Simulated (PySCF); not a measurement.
**CCSD(T)/STO-3G run of [NH4]+ (ammonium)**

What is the energy change on altering one bond length of [NH4]+ (ammonium) at CCSD(T)/STO-3G? Input form: a Python script.

The calculation is run with PySCF 2.14.0.

15 further runs of the same task are left out: 2 that didn't finish, 13 set aside as unsound or not needed.

### 1 Starting point

The species is [NH4]+ (5 atoms), meant as a singlet with charge +1. As SMILES, `[NH4+]`. The coordinates come from a PBE0-D4/def2-TZVP relaxation.

Bond lengths: N1–H2 1.024 Å, N1–H3 1.024 Å, N1–H4 1.024 Å, N1–H5 1.024 Å. Angles: H2–N1–H3 109.5°, H2–N1–H4 109.5°, H2–N1–H5 109.5°, H3–N1–H4 109.5°, H3–N1–H5 109.5°, H4–N1–H5 109.5°.

### 2 The energy at CCSD(T)/STO-3G

Contents of run.py:

```python
from pyscf import gto, cc

mol = gto.Mole()
mol.atom = '''
N        0.000010       0.000010       0.000000
H        0.453330      -0.447860       0.801010
H       -0.972430       0.216180       0.235210
H        0.023940      -0.633460      -0.803650
H        0.495160       0.865130      -0.232580
'''
mol.basis = 'sto-3g'
mol.verbose = 3
mol.spin = 0
mol.max_memory = 1860
mol.charge = 1
mol.build()

mf = mol.RHF()
mf.conv_tol = 1e-10
mf.kernel()
if not mf.converged:
    mf = mf.newton().run(mf.mo_coeff, mf.mo_occ)

mycc = cc.CCSD(mf, frozen=1)
mycc.kernel()
e_t = mycc.ccsd_t()
e_final = mycc.e_tot + e_t
print('Final energy', e_final)
```

Launch:

```console
$ OMP_NUM_THREADS=1 python run.py
```

What it wrote:

```text
converged SCF energy = -55.8672499687988
E(CCSD) = -55.94746948914923  E_corr = -0.08021952035047394
CCSD(T) correction = -0.000192462884915755
Final energy -55.94766195203415
```

Wall time 0.6 s (1 thread of Arm Neoverse V2, shared host); peak memory 0.12 GiB.

### 3 The distorted shape

Contents of calc.py:

```python
from pyscf import gto, scf, cc

mol = gto.Mole()
mol.atom = '''
N       -0.396096      -0.692061       0.186057
H        0.057224      -1.139931       0.987067
H       -1.368536      -0.475891       0.421267
H       -0.372166      -1.325531      -0.617593
H        0.495160       0.865130      -0.232580
'''
mol.spin = 0
mol.charge = 1
mol.basis = 'sto-3g'
mol.max_memory = 1860
mol.verbose = 3
mol.build()

calc0 = scf.RHF(mol)
calc0.conv_tol = 1e-10
calc0.kernel()
if not calc0.converged:
    calc0 = calc0.newton().run(calc0.mo_coeff, calc0.mo_occ)

mycc = cc.CCSD(calc0, frozen=1)
mycc.kernel()
e_t = mycc.ccsd_t()
e_final = mycc.e_tot + e_t
print('Final energy', e_final)
```

Launch:

```console
$ OMP_NUM_THREADS=1 python calc.py
```

What it wrote:

```text
converged SCF energy = -55.6695378665297
E(CCSD) = -55.79270847382491  E_corr = -0.1231706072951646
CCSD(T) correction = -0.00207545621659414
Final energy -55.794783930041504
```

It took 0.56 s on 1 thread of Arm Neoverse V2, shared host; peak memory 0.1 GiB.

### 4 Outcome

Level: CCSD(T)/STO-3G, 1 core orbital frozen.

| quantity | value |
| --- | --- |
| first shape: total energy | -55.94766 Eh |
| first shape: HOMO energy (Hartree–Fock orbitals) | -27.40 eV |
| first shape: LUMO energy (Hartree–Fock orbitals) | 6.39 eV |
| first shape: HOMO–LUMO gap (Hartree–Fock orbitals) | 33.79 eV |
| first shape: correlation energy (1 core orbital frozen) | -80.4 mEh |
| first shape: (T) correction | -0.19 mEh |
| first shape: T1 diagnostic | 0.005 |
| distorted shape: total energy | -55.79478 Eh |
| distorted shape: HOMO energy (Hartree–Fock orbitals) | -20.24 eV |
| distorted shape: LUMO energy (Hartree–Fock orbitals) | -5.10 eV |
| distorted shape: HOMO–LUMO gap (Hartree–Fock orbitals) | 15.14 eV |
| distorted shape: correlation energy (1 core orbital frozen) | -125.2 mEh |
| distorted shape: (T) correction | -2.08 mEh |
| distorted shape: T1 diagnostic | 0.045 |
| energy change with the N1–H5 bond stretched from 1.024 to 1.842 Å | 4.160 eV |

With the N1–H5 bond stretched from 1.024 to 1.842 Å the energy rises by 4.16 eV (96 kcal/mol). The first shape isn't relaxed at this level, so the change isn't measured from a minimum. The minimal basis adds a large error of its own. Mulliken charges (first shape) of the mean-field density run from -0.43 on N1 to +0.36 on H2. The triples (first shape) make up 0.2 % of the correlation energy. The T1 diagnostic (distorted shape) of 0.045 is above the customary mark for such species, so a single reference may not serve. Mulliken charges (distorted shape) of the mean-field density run from -0.38 on N1 to +0.47 on H5; they depend strongly on the basis. The triples (distorted shape) make up 1.7 % of the correlation energy.
